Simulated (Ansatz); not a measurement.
Basis-set extrapolation for C$_{2}$H$_{4}$N$_{2}$O$_{2}$ (`N/C(O)=N\C=O`) (PBE0-D4/def2-TZVP geometry, frozen core, Ansatz). Multiplicity 1, RHF reference.

|  | def2-TZVPP | def2-QZVPP |
| --- | --- | --- |
| HF | -336.854226 | -336.869206 |
| MP2 correlation | -1.179735 | -1.267535 |
| CCSD(T) correlation | -1.244618 | not run |

Energies in hartree. Use E(X) = E(∞) + A·exp(−7.88·√X) for Hartree–Fock and E(X) = E(∞) + B·X^(−2.97) for correlation, with X = 3 and 4, and add CCSD(T) minus MP2 of the smaller set to the MP2 limit.

Question: What is the CCSD(T) energy at the basis-set limit?

Answer: HF limit: -336.869206 + (-0.014980) × 0.13774 = -336.87127. MP2 limit: -1.267535 + (-0.087800) × 0.74074 = -1.33257. Higher-order term: -1.244618 − (-1.179735) = -0.06488. Total: -338.26872 hartree, 4.62 eV below CCSD(T)/def2-TZVPP.
